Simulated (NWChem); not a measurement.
# C3O2 (carbon suboxide): levels of theory compared

We compute a comparison of 3 runs (HF/6-311+G**, MP2/6-311+G**, CCSD/6-311+G**) of C3O2 (carbon suboxide). 

Program for the calculation: NWChem 7.3.0.

## 1. The structure to begin with

The species is C3O2 (5 atoms), meant as a singlet with charge 0. SMILES: `O=C=C=C=O`. Geometry: relaxed at PBE0-D4/def2-TZVP.

Bond lengths: O1–C2 1.155 Å, C2–C3 1.272 Å, C3–C4 1.272 Å, C4–O5 1.155 Å. Angles: O1–C2–C3 180.0°, C2–C3–C4 179.9°, C3–C4–O5 180.0°.

## 2. Energy and forces at HF/6-311+G(d,p) (run 1)

c3o2.nw

```
echo
start c3o2
memory stack 880 mb heap 220 mb global 1100 mb

geometry units atomic noautosym nocenter noautoz
 O      0.58468126    -3.90568595     2.36763786
 C      0.31426145    -2.05980148     1.23323527
 C      0.01625164    -0.02796795    -0.01530678
 C     -0.27703385     2.00405456    -1.26460472
 O     -0.54405215     3.85031698    -2.39938526
end

basis spherical bse
 * library 6-311+G**
end

scf
 thresh 1e-08
 maxiter 80
 noprint "final vectors analysis"
end

task scf gradient
```

Started as:

```bash
$ nwchem c3o2.nw > c3o2.out
```

Output:

```text
[...]
  functions       =   110
[...]
  wavefunction    = RHF
[...]
         Total SCF energy =   -263.350054823321
      One-electron energy =   -601.788766369207
      Two-electron energy =    215.383588611887
 Nuclear repulsion energy =    123.055122933999
        Time for solution =     47.1s
[...]
                         RHF ENERGY GRADIENTS
    atom               coordinates                        gradient
                 x          y          z           x          y          z
   1 O       0.584681  -3.905686   2.367638    0.006959  -0.047469   0.029175
   2 C       0.314261  -2.059801   1.233235   -0.005290   0.036048  -0.022157
   3 C       0.016252  -0.027968  -0.015307   -0.000026   0.000008   0.000008
   4 C      -0.277034   2.004055  -1.264605    0.005241  -0.036150   0.022198
   5 O      -0.544052   3.850317  -2.399385   -0.006884   0.047563  -0.029223
[...]
```

Wall time 56 s (1 thread of Intel Xeon Platinum 8259CL at 2.50GHz (Skylake/Cascade Lake), shared host); peak memory 0.1 GiB.

## 3. Energy and gradient at MP2/6-311+G(d,p) (run 2)

sp.nw

```
start sp
title "C3O2"
memory stack 880 mb heap 220 mb global 1100 mb

geometry units angstroms noautosym nocenter noautoz
   O      0.309400    -2.066800     1.252900
   C      0.166300    -1.090000     0.652600
   C      0.008600    -0.014800    -0.008100
   C     -0.146600     1.060500    -0.669200
   O     -0.287900     2.037500    -1.269700
end

basis spherical bse
   O library 6-311+G**
   C library 6-311+G**
end

scf
   thresh 1e-08
   maxiter 80
   print low
end

mp2
   freeze core 5
   tight
end

task mp2 gradient
```

Started as:

```bash
$ nwchem sp.nw > sp.out
```

Output:

```text
[...]
  functions       =   110
[...]
  wavefunction    = RHF
[...]
         Total SCF energy =   -263.350054845071
      One-electron energy =   -601.788783840248
      Two-electron energy =    215.383597271387
 Nuclear repulsion energy =    123.055131723790
        Time for solution =     33.8s
[...]
          Total MP2 energy          -264.130907006632
[...]
                         mp2 ENERGY GRADIENTS
    atom               coordinates                        gradient
                 x          y          z           x          y          z
   1 O       0.584681  -3.905686   2.367638   -0.004237   0.029006  -0.017825
   2 C       0.314261  -2.059801   1.233235    0.002730  -0.018847   0.011584
   3 C       0.016252  -0.027968  -0.015307    0.000046   0.000019  -0.000012
   4 C      -0.277034   2.004054  -1.264605   -0.002726   0.018738  -0.011528
   5 O      -0.544052   3.850317  -2.399385    0.004186  -0.028916   0.017780
[...]
```

Wall time 81 s (1 thread of Intel Xeon Platinum 8259CL at 2.50GHz (Skylake/Cascade Lake), shared host); peak memory 0.43 GiB.

## 4. A single-point energy at CCSD/6-311+G(d,p) (run 3)

c3o2.xyz

```xyz
5
C3O2
O      0.309400    -2.066800     1.252900
C      0.166300    -1.090000     0.652600
C      0.008600    -0.014800    -0.008100
C     -0.146600     1.060500    -0.669200
O     -0.287900     2.037500    -1.269700
```

c3o2.nw

```
start c3o2
title "C3O2"
memory total 2200 mb

geometry units angstroms noautosym nocenter noautoz
   load format xyz c3o2.xyz
end

basis spherical bse
   * library 6-311+G**
end

scf
   thresh 1e-08
   maxiter 80
   noprint "final vectors analysis"
end

ccsd
   freeze core 5
   maxiter 60
end

task ccsd energy
```

Started as:

```bash
$ nwchem c3o2.nw > c3o2.out
```

Output:

```text
[...]
  functions       =   110
[...]
  wavefunction    = RHF
[...]
         Total SCF energy =   -263.350054845117
      One-electron energy =   -601.788783840297
      Two-electron energy =    215.383597271389
 Nuclear repulsion energy =    123.055131723790
        Time for solution =     32.0s
[...]
 Total MP2 energy:           -264.130907006750647
[...]
             energy      energy      error      ampl     ampl      Block
                                                time     time      time
[...]
 Total CCSD energy:           -264.116440471645603
[...]
```

Run time: 4.7 min. Hardware: 1 thread of Intel Xeon Platinum 8259CL at 2.50GHz (Skylake/Cascade Lake), shared host; peak memory 0.3 GiB.

## 5. Overview of the runs

| run | level | module | frozen core orbitals | energy (Eh) | dipole moment (D) | largest force (eV/Å) | wall time |
| --- | --- | --- | --- | --- | --- | --- | --- |
| 1 | HF/6-311+G** | scf | – | -263.350055 | 0.00 | 2.892 | 56 s |
| 2 | MP2/6-311+G** | mp2 | 5 | -264.130907 | 0.00 | 1.764 | 81 s |
| 3 | CCSD/6-311+G** | ccsd | 5 | -264.116440 | – | – | 4.7 min |

## 6. Outcome

| quantity | value |
| --- | --- |
| run 3: total energy | -264.11644 Eh |
| run 3: correlation energy (5 core orbitals frozen) | -766.4 mEh |

In words: Below the HF energy at the same shape and in the same basis (6-311+G**): MP2 -780.9 mEh; CCSD -766.4 mEh. All runs together took 7 min, the longest 4.7 min.
